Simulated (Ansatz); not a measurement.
**One element changed: atomization energies of NH3, AsH3**

Ansatz 0.2.0, basis cc-pVTZ; geometries are PBE0/def2-TZVP minima. Wave-function levels freeze the cores with the filled d shells of p-block atoms; HF, MP2 and coupled cluster are restricted for singlets and unrestricted otherwise, atoms included, restricted open-shell where a d shell is frozen. NEVPT2 stands on CASSCF in the full valence space. The reference is CCSDT(Q) (coupled cluster only where its series has nearly closed). An error is the level's value less the reference. None of these values is a measured one. Energies are electronic, without zero-point terms. No spin–orbit coupling and no scalar relativity. The species are chosen: bound, without strong static correlation by their natural occupations or amplitudes, in their lowest spin state as far as vertical gaps and like structures tell, and with a ladder that closes on the reference, so errors are smaller than for species at large; levels whose determinant breaks symmetry or spin markedly are left out.

```
      species                     bonds (Å)     quantity  symmetry of the states  reference  value (kcal/mol)  error CCSD  error CCSD(T)  error CCSDT  error NEVPT2
 NH3, singlet   N–H 1.012, angles at N 107°  atomization                       –   CCSDT(Q)             288.1        -3.5           -0.1         -0.2          -8.2
AsH3, singlet  As–H 1.522, angles at As 92°  atomization                       –   CCSDT(Q)             212.6        -2.0           -0.2         -0.1          -9.4
```

The reference falls from N to As, by 75.5 kcal/mol in all.
